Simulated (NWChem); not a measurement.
# triplet C2F2 at 4 levels

Aim: a comparison of 4 runs (UB3LYP/cc-pVTZ, U-r2SCAN/cc-pVTZ, UM06-L/cc-pVTZ, UPBE0/cc-pVTZ) of triplet C2F2. 

The calculation is run with NWChem 7.3.0.

## (1) The system as given

C2F2 has 4 atoms, charge 0, and is taken as a triplet. As SMILES of the parent species, `FC#CF`. The shape is that of a PBE0-D4/def2-TZVP optimisation. That shape belongs to the parent species and isn't relaxed for this state.

Bond lengths: F1–C2 1.277 Å, C2–C3 1.184 Å, C3–F4 1.277 Å. Angles: F1–C2–C3 180.0°, C2–C3–F4 180.0°.

## (2) The energy at UB3LYP/cc-pVTZ (run 1)

File run.py:

```python
from ase import Atoms
from ase.calculators.nwchem import NWChem

molecule = Atoms(['F', 'C', 'C', 'F'], positions=[
    [-0.136400, 0.128000, 1.852800],
    [-0.033700, 0.030200, 0.583200],
    [0.061400, -0.060400, -0.593400],
    [0.164100, -0.158200, -1.863000],
])

calc = NWChem(
    label='c2f2',
    theory='dft',
    memory='2200 mb',
    basis='cc-pVTZ',
    basispar='spherical bse',
    dft={'xc': 'b3lyp', 'mult': '3', 'grid': 'fine', 'convergence': 'energy 1e-08', 'iterations': '100', 'mulliken': None, 'print': 'low'},
    task='energy',
)
molecule.calc = calc

print(f"energy = {molecule.get_potential_energy():.6f} eV")
```

Started as:

```sh
$ export ASE_NWCHEM_COMMAND="nwchem PREFIX.nwi > PREFIX.nwo"
$ python run.py
```

The program printed:

```text
energy = -7500.051258 eV
```

The calculator wrote c2f2.nwi:

```
title "c2f2"

permanent_dir c2f2

scratch_dir c2f2

start c2f2

geometry units angstrom nocenter noautosym noautoz
  F  -1.3639999999999999e-01 1.2800000000000000e-01 1.8528000000000000e+00
  C  -3.3700000000000001e-02 3.0200000000000001e-02 5.8320000000000005e-01
  C  6.1400000000000003e-02 -6.0400000000000002e-02 -5.9340000000000004e-01
  F  1.6410000000000000e-01 -1.5820000000000001e-01 -1.8630000000000000e+00
end

memory 2200 mb

basis spherical bse noprint
   * library cc-pVTZ
end

dft
  xc b3lyp
  mult 3
  grid fine
  convergence energy 1e-08
  iterations 100
  mulliken
  print low
end

task dft energy
```

c2f2.nwo:

```text
Northwest Computational Chemistry Package (NWChem) 7.3.0
             --------------------------------------------------------

           Job information
           ---------------

    nwchem branch   = 7.3.0
    use scalapack   = T
    input           = c2f2.nwi
    prefix          = c2f2.
    data base       = c2f2/c2f2.db
    status          = startup
    nproc           =        1

           Memory information
           ------------------

[... 5 lines left out ...]
    hardfail = no
[... 36 lines left out ...]
            Nuclear Dipole moment (a.u.)
[... 86 lines left out ...]
         Total DFT energy =     -275.621802247726
[... 1 line left out ...]
           Coulomb energy =      229.486683899946
[... 1 line left out ...]
 Nuclear repulsion energy =       95.511003870056
[... 42 lines left out ...]
    Atom       Charge   Shell Charges
 -----------   ------   -------------------------------------------------------
    1 F    9     0.22   0.00  0.01  0.02 -0.00  0.10  0.08 -0.00  0.00  0.01  0.00
    2 C    6     0.78   0.00  0.03  0.05  0.02  0.11  0.17  0.18  0.03  0.17  0.01
    3 C    6     0.78   0.00  0.03  0.05  0.02  0.11  0.17  0.18  0.03  0.17  0.01
    4 F    9     0.22   0.00  0.01  0.02 -0.00  0.10  0.08 -0.00  0.00  0.01  0.00

     --------------------------
     Expectation value of S2:
     --------------------------
      <S2> =      2.0031 (Exact =     2.0000)

 Task  times  cpu:       33.3s     wall:       33.3s
 Total times  cpu:       33.4s     wall:       33.4s
```

Wall time 35 s (1 thread of Intel Xeon Platinum 8259CL at 2.50GHz (Skylake/Cascade Lake), shared host); peak memory 0.12 GiB.

## (3) The energy at U-r2SCAN/cc-pVTZ (run 2)

File input.xyz:

```xyz
4
C2F2 r2SCAN
F     -0.136400     0.128000     1.852800
C     -0.033700     0.030200     0.583200
C      0.061400    -0.060400    -0.593400
F      0.164100    -0.158200    -1.863000
```

File input.nw:

```
start input
title "C2F2 r2SCAN"
memory 2200 mb

geometry units angstrom noautosym nocenter noautoz
   load format xyz input.xyz
end

basis spherical bse
   * library cc-pVTZ
end

dft
   xc r2scan
   mult 3
   grid fine
   convergence energy 1e-08
   iterations 100
   mulliken
end

task dft energy
```

Started as:

```sh
$ nwchem input.nw > input.out
```

The program printed:

```text
[...]
          Wavefunction type:  spin polarized.
          No. of atoms     :     4
          No. of electrons :    30
[...]
          Charge           :     0
          Spin multiplicity:     3
[...]
          AO basis - number of functions:   120
[...]
              XC Information
              --------------
                      r^2SCAN Method XC Functional
               r^2SCAN metaGGA Exchange Functional  1.000
                     r^2SCAN Correlation Potential  1.000
[...]
 d= 0,ls=0.0,diis     1   -275.4250802893 -3.71D+02  1.07D-02  2.16D-01     4.8
[...]
 d= 0,ls=0.0,diis    10   -275.5044838847 -1.67D-09  7.68D-07  4.73D-10    40.8
[...]
         Total DFT energy =     -275.504483884651
      One electron energy =     -568.977397142942
           Coulomb energy =      229.590682368644
    Exchange-Corr. energy =      -31.628772980410
 Nuclear repulsion energy =       95.511003870056
[...]
      Total Density - Mulliken Population Analysis
     ---------------------------------------------
    Atom       Charge   Shell Charges
 -----------   ------   -------------------------------------------------------
    1 F    9     8.97   1.94  0.29  1.07  0.54  1.56  2.38  1.18  0.00  0.01  0.00
    2 C    6     6.03   1.96  0.21  0.82  0.25  0.80  1.30  0.52  0.05  0.12  0.02
    3 C    6     6.03   1.96  0.21  0.82  0.25  0.80  1.30  0.52  0.05  0.12  0.02
    4 F    9     8.97   1.94  0.29  1.07  0.54  1.56  2.38  1.18  0.00  0.01  0.00
[...]
      <S2> =      2.0060 (Exact =     2.0000)
[...]
```

Wall time 42 s (1 thread of Intel Xeon Platinum 8259CL at 2.50GHz (Skylake/Cascade Lake), shared host); peak memory 0.12 GiB.

## (4) A single-point energy at UM06-L/cc-pVTZ (run 3)

File run.py:

```python
from ase import Atoms
from ase.calculators.nwchem import NWChem

system = Atoms(['F', 'C', 'C', 'F'], positions=[
    [-0.136400, 0.128000, 1.852800],
    [-0.033700, 0.030200, 0.583200],
    [0.061400, -0.060400, -0.593400],
    [0.164100, -0.158200, -1.863000],
])

calc = NWChem(
    label='c2f2',
    theory='dft',
    memory='2200 mb',
    basis='cc-pVTZ',
    basispar='spherical bse',
    dft={'xc': 'm06-l', 'mult': '3', 'grid': 'fine', 'convergence': 'energy 1e-08', 'iterations': '100', 'mulliken': None},
    task='energy',
)
system.calc = calc

print(f"energy = {system.get_potential_energy():.6f} eV")
```

Started as:

```sh
$ export ASE_NWCHEM_COMMAND="nwchem PREFIX.nwi > PREFIX.nwo"
$ python run.py
```

The program printed:

```text
energy = -7498.835044 eV
```

The calculator wrote c2f2.nwi:

```
title "c2f2"

permanent_dir c2f2

scratch_dir c2f2

start c2f2

geometry units angstrom nocenter noautosym noautoz
  F  -1.3639999999999999e-01 1.2800000000000000e-01 1.8528000000000000e+00
  C  -3.3700000000000001e-02 3.0200000000000001e-02 5.8320000000000005e-01
  C  6.1400000000000003e-02 -6.0400000000000002e-02 -5.9340000000000004e-01
  F  1.6410000000000000e-01 -1.5820000000000001e-01 -1.8630000000000000e+00
end

memory 2200 mb

basis spherical bse noprint
   * library cc-pVTZ
end

dft
  xc m06-l
  mult 3
  grid fine
  convergence energy 1e-08
  iterations 100
  mulliken
end

task dft energy
```

c2f2.nwo:

```text
Northwest Computational Chemistry Package (NWChem) 7.3.0
             --------------------------------------------------------

           Job information
           ---------------

    nwchem branch   = 7.3.0
    use scalapack   = T
    input           = c2f2.nwi
    prefix          = c2f2.
    data base       = c2f2/c2f2.db
    status          = startup
    nproc           =        1

           Memory information
           ------------------

[... 5 lines left out ...]
    hardfail = no
[... 36 lines left out ...]
            Nuclear Dipole moment (a.u.)
[... 70 lines left out ...]
          Convergence on density requested:  1.00D-05
[... 23 lines left out ...]
          Convergence aids based upon iterative change in
[... 29 lines left out ...]
 2-e energy   =     197.406929
[... 52 lines left out ...]
           Coulomb energy =      229.745330983571
[... 863 lines left out ...]
                     DFT Final Beta Molecular Orbital Analysis
[... 965 lines left out ...]
     Multipole analysis of the density
     ---------------------------------

     L   x y z        total         alpha         beta         nuclear
     -   - - -        -----         -----         ----         -------
     0   0 0 0     -0.000000    -16.000000    -14.000000     30.000000

     1   1 0 0      0.000008     -0.418757     -0.366416      0.785181
[... 8 lines of this table left out ...]
     2   0 0 2    -16.767055   -131.374479   -122.104882    236.712306

 Task  times  cpu:       50.4s     wall:       50.4s
 Total times  cpu:       50.4s     wall:       50.4s
```

It took 52 s on 1 thread of Intel Xeon Platinum 8259CL at 2.50GHz (Skylake/Cascade Lake), shared host; peak memory 0.12 GiB.

## (5) A single-point energy at UPBE0/cc-pVTZ (run 4)

File input.nw:

```
start input
memory total 2200 mb

geometry noautosym nocenter noautoz
 F     -0.136400     0.128000     1.852800
 C     -0.033700     0.030200     0.583200
 C      0.061400    -0.060400    -0.593400
 F      0.164100    -0.158200    -1.863000
end

basis "ao basis" spherical bse
 * library cc-pVTZ
end

dft
 xc pbe0
 mult 3
 grid fine
 convergence energy 1e-08
 maxiter 100
 mulliken
end

task dft energy
```

Started as:

```sh
$ nwchem input.nw > input.out
```

The program printed:

```text
[...]
          Wavefunction type:  spin polarized.
          No. of atoms     :     4
          No. of electrons :    30
[...]
          Charge           :     0
          Spin multiplicity:     3
[...]
          AO basis - number of functions:   120
[...]
              XC Information
              --------------
                         PBE0 Method XC Functional
                     Hartree-Fock (Exact) Exchange  0.250
          PerdewBurkeErnzerhof Exchange Functional  0.750
            Perdew 1991 LDA Correlation Functional  1.000 local
           PerdewBurkeErnz. Correlation Functional  1.000 non-local
[...]
 d= 0,ls=0.0,diis     1   -275.2626231299 -3.71D+02  7.15D-03  2.09D-01     4.4
[...]
 d= 0,ls=0.0,diis    10   -275.3378756619 -6.39D-09  5.24D-07  2.22D-10    37.3
[...]
         Total DFT energy =     -275.337875661881
      One electron energy =     -568.848537187741
           Coulomb energy =      229.442272514230
    Exchange-Corr. energy =      -31.442614858425
 Nuclear repulsion energy =       95.511003870056
[...]
      Total Density - Mulliken Population Analysis
     ---------------------------------------------
    Atom       Charge   Shell Charges
 -----------   ------   -------------------------------------------------------
    1 F    9     8.96   1.94  0.28  1.07  0.52  1.56  2.38  1.18  0.00  0.01  0.00
    2 C    6     6.04   1.96  0.21  0.81  0.21  0.80  1.29  0.57  0.05  0.13  0.02
    3 C    6     6.04   1.96  0.21  0.81  0.21  0.80  1.29  0.57  0.05  0.13  0.02
    4 F    9     8.96   1.94  0.28  1.07  0.52  1.56  2.38  1.18  0.00  0.01  0.00
[...]
      <S2> =      2.0039 (Exact =     2.0000)
[...]
```

Run time: 38 s. Hardware: 1 thread of Intel Xeon Platinum 8259CL at 2.50GHz (Skylake/Cascade Lake), shared host; peak memory 0.12 GiB.

## (6) Overview of the runs

```tsv
run	level	energy (Eh)	⟨S²⟩	wall time
1	UB3LYP/cc-pVTZ	-275.621802	2.003	35 s
2	U-r2SCAN/cc-pVTZ	-275.504484	2.006	42 s
3	UM06-L/cc-pVTZ	-275.577107	2.007	52 s
4	UPBE0/cc-pVTZ	-275.337876	2.004	38 s
```

## (7) Results

| quantity | value |
| --- | --- |
| run 4: total energy | -275.33788 Eh |
| run 4: dipole moment | 0.00 D |
| run 4: HOMO energy (highest over α and β) | -2.02 eV |
| run 4: ⟨S²⟩ | 2.004 |

**Reading.** Totals of different functionals can't be ranked against each other. All runs together took 2.8 min, the longest 52 s.
